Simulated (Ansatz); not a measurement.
Geometry optimisation, UKS PBE0-D4/STO-3G (Ansatz 0.2.0).

input.yaml

```yaml
crystal:
  periodic: [false, false, false]
  atoms:
    - { symbol: "N", position_ang: [-0.7524, 0.0958, -0.7484] }
    - { symbol: B, position_ang: [0.2339, 0.1501, 0.3507] }
    - { symbol: O, position_ang: [1.0367, -1.0224, 0.5726] }
    - { symbol: H, position_ang: [-1.4247, -0.5866, -0.5203] }
    - { symbol: H, position_ang: [-1.3004, 1.0494, -0.7444] }
    - { symbol: H, position_ang: [0.3755, 1.1291, 1.0261] }
    - { symbol: H, position_ang: [1.8927, -0.8834, 0.018] }
magnetization:
  spin_polarized: true
basis:
  gaussian: { orbitals: STO-3G }
hamiltonian:
  xc: pbe0
  dispersion: d4
relax:
  f_tol: 0.02
  max_steps: 50
output:
  orbitals: {}
```

Command:

```bash
$ ansatz run input.yaml --threads 1 --pin off --max-ram 2048MiB --backend cpu --events-out ev --progress --plain --runs-dir out
```

**Question.** Where does it end, and by what steps?

**Answer.** The forces met the threshold. Limits of this set-up: minimal basis. After 7 steps the energy has fallen by 1.655 eV; H7 moved furthest, 0.66 Å.

| step | energy less start (eV) | largest force component (eV/Å) | accepted |
| --- | --- | --- | --- |
| 0 | 0.0000 | 5.286 | yes |
| 1 | -0.5685 | 2.207 | yes |
| 2 | -0.8805 | 2.933 | yes |
| 3 | -1.3093 | 2.319 | yes |
| 4 | -1.6011 | 0.972 | yes |
| 5 | -1.6512 | 0.244 | yes |
| 6 | -1.6544 | 0.131 | yes |
| 7 | -1.6550 | 0.010 | yes |

```xyz
7
Properties=species:S:1:pos:R:3
N -0.943 0.172 -0.429
B 0.310 0.154 0.195
O 1.012 -1.030 0.187
H -1.366 -0.650 -0.891
H -1.541 1.011 -0.475
H 0.710 1.138 0.695
H 1.880 -0.864 0.673
```

Whether the end is a true minimum wasn't checked by a vibrational analysis.

The run took 12 s on 1 thread of Arm Neoverse V1 (shared host), peak memory 0.12 GiB.
